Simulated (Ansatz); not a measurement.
Geometry optimisation, UKS B3LYP/def2-SVPD (Ansatz 0.2.0).

input.yaml

```yaml
crystal:
  periodic: [false, false, false]
  atoms:
    - { symbol: Li, position_ang: [-1.86697, -1.16927, -1.2993] }
    - { symbol: C, position_ang: [-0.56062, -0.66712, -0.03375] }
    - { symbol: Si, position_ang: [0.60992, 0.61508, 0.16048] }
    - { symbol: H, position_ang: [-0.02597, -0.58708, 0.63383] }
    - { symbol: H, position_ang: [0.75337, 1.68072, -0.85013] }
    - { symbol: H, position_ang: [1.59612, 0.91423, 1.21231] }
magnetization:
  spin_polarized: true
basis:
  gaussian: { orbitals: def2-SVPD }
hamiltonian:
  xc: b3lyp
relax:
  f_tol: 0.02
  max_steps: 50
output:
  orbitals: {}
```

Command:

```bash
$ ansatz run input.yaml --threads 2 --pin off --max-ram 3072MiB --backend cpu --events-out ev --progress --plain --runs-dir out
```

Problem. Where does it end, and by what steps?

Solution. It converged. After 11 steps the energy has fallen by 3.915 eV; H4 moved furthest, 0.85 Å. The start is strongly strained (largest force component 16 eV/Å), so its close contacts needn't be bonds. Parted: Si3–H4.

| step | energy less start (eV) | largest force component (eV/Å) | accepted |
| --- | --- | --- | --- |
| 0 | 0.0000 | 15.878 | yes |
| 1 | -2.3914 | 4.306 | yes |
| 2 | -3.3103 | 1.537 | yes |
| 3 | -3.5772 | 1.358 | yes |
| 4 | -3.7586 | 1.777 | yes |
| 5 | -3.8744 | 0.749 | yes |
| 6 | -3.8719 | 0.618 | no |
| 7 | -3.9042 | 0.090 | yes |
| 8 | -3.9083 | 0.139 | yes |
| 9 | -3.9130 | 0.144 | yes |
| 10 | -3.9150 | 0.056 | yes |
| 11 | -3.9153 | 0.009 | yes |

```xyz
6
Properties=species:S:1:pos:R:3
Li -1.629 -0.806 -1.377
C -0.439 -0.639 0.111
Si 0.630 0.706 0.085
H -0.334 -1.288 0.994
H 0.601 1.673 -1.056
H 1.676 1.139 1.067
```

Run time: 23 s on 2 threads of Arm Neoverse V2 (shared host), peak memory 0.18 GiB.
